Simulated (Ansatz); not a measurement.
## B–BH–F, triplet in cc-pVDZ: errors against UCCSDT(Q)

Geometry: a PBE0/def2-TZVP stationary point for this spin, not checked as a minimum.

```csv
atom,x (Å),y (Å),z (Å)
B,0.0000,-0.2860,1.6155
B,0.0000,0.4445,0.1548
F,0.0000,-0.1777,-1.0181
H,0.0000,1.6488,0.2021
```

Basis cc-pVDZ; Ansatz 0.2.0. Only valence electrons are correlated (noble-gas cores frozen), which leaves 14 electrons in 44 orbitals. Prefix R: restricted or restricted open-shell reference; prefix U: unrestricted. Active spaces: frontier = (10e, 10o) about the gap.

Full CI isn't at hand for all of this; UCCSDT(Q) serves as the reference, and is uncertain by about the last step of the cluster series. The frozen core follows each run's orbitals, which can shift R against U totals by a few meV.

For open shells CISD is restricted-active-space CI with the open shells as a complete middle space.

- UHF ⟨S²⟩: 2.004
- T1 diagnostic (RCCSD): 0.0274
- largest doubles amplitude (RCCSD): 0.055
- T1 diagnostic (UCCSD): 0.0250

```csv
level,E − E(UCCSDT(Q)) (kJ/mol),share of correlation (%),wall time
RHF,882.7,0.00,–
UHF,878.5,0.48,–
RMP2,94.9,89.24,–
UMP2,94.1,89.34,–
CISD,93.9,89.36,32 s
RCCSD,25.0,97.17,–
UCCSD,24.8,97.19,–
RCCSD(T),4.9,99.45,31 s
UCCSD(T),4.8,99.45,29 s
BCCD(T),4.3,99.51,17 s
RCCSDT,1.7,99.81,–
UCCSDT,1.7,99.81,–
RCCSDT(Q),0.3,99.97,3.5 min
```

The correlation energy at UCCSDT(Q), counted from RHF, is -9.149 eV. That run took 2.9 min on 1 thread of Intel Xeon, shared host.

Run but not shown, since their state or frozen core can't be matched to the reference's or they repeat it: CASSCF (frontier space), NEVPT2 (frontier space).

Times hold each run's SCF and search for its determinant on a shared host, so for small cases they say little of a method's own cost; they ran on 1 thread of Intel Xeon.

Atomization energy (electronic, same basis, no zero-point term; atoms at the same level, unrestricted beside the R rows where the molecule is a closed shell, with restricted open-shell steps beyond CCSDT(Q)) at UCCSDT(Q): 1152.6 kJ/mol. Errors of other levels:

| level | error (kJ/mol) |
| --- | --- |
| RHF | -141.7 |
| UHF | -164.0 |
| RMP2 | 59.3 |
| UMP2 | 59.6 |
| CISD | -76.1 |
| RCCSD | -15.4 |
| UCCSD | -15.9 |
| RCCSD(T) | -2.3 |
| UCCSD(T) | -2.4 |
| BCCD(T) | -1.7 |
| RCCSDT | -1.3 |
| UCCSDT | -1.4 |
| RCCSDT(Q) | -0.2 |

This basis is far from its limit, so the value isn't to be set against a measured one. Truncated CI isn't size-consistent, which counts against it in atomization.
